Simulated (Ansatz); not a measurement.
# CHBSi: the cost of one run

Program: Ansatz 0.2.0, Gaussian basis. Level of theory: def2-QZVPP, core rule «outside noble gas», up to 7 orbitals frozen. These are calculated values, not measurements.

Plan: UHF; ROHF; CCSD(T) on UHF.

2 further runs of the same task are left out: 2 set aside as unsound or not needed.

## 1. The system

The geometry is a PBE0/def2-TZVP stationary point (not a proven minimum) of the parent state, kept for this charge and spin.

4 atoms, charge 1, spin multiplicity 2.

Atoms are counted from 1 here; the program's logs count them from 0.

Bond lengths: B1–Si2 2.104 Å, B1–C3 1.413 Å, Si2–C3 1.748 Å, Si2–H4 1.507 Å. Angles: Si2–B1–C3 55.5°, B1–Si2–C3 41.8°, B1–Si2–H4 159.6°, C3–Si2–H4 117.8°, B1–C3–Si2 82.7°.

Geometry (Å):

```xyz
4
CHBSi
B     0.00000   -0.54212    1.31164
Si    0.00000   -0.13746   -0.75272
C     0.00000    0.75487    0.75049
H     0.00000    0.64988   -2.03742
```

## 2. UHF

in.yaml

```yaml
crystal:
  periodic: [false, false, false]
  atoms:
    - {symbol: B, position_ang: [0.000000, -0.542119, 1.311636]}
    - {symbol: Si, position_ang: [0.000000, -0.137461, -0.752718]}
    - {symbol: C, position_ang: [0.000000, 0.754866, 0.750494]}
    - {symbol: H, position_ang: [0.000000, 0.649881, -2.037416]}
basis:
  gaussian: {orbitals: "def2-QZVPP.json"}
total_charge: 1
magnetization: {spin_polarized: true, initial_magnetization: 1}
hamiltonian: {xc: hf}
output: {orbitals: {seedname: orbitals}}
```

Run with:

```console
> ansatz run in.yaml --threads 1 --pin off --events-out ev --progress --plain --max-ram 2393MiB
```

What time and memory should one allow on 1 thread of Arm Neoverse V2, shared host?

About 40 s, with a peak of 0.51 GiB.
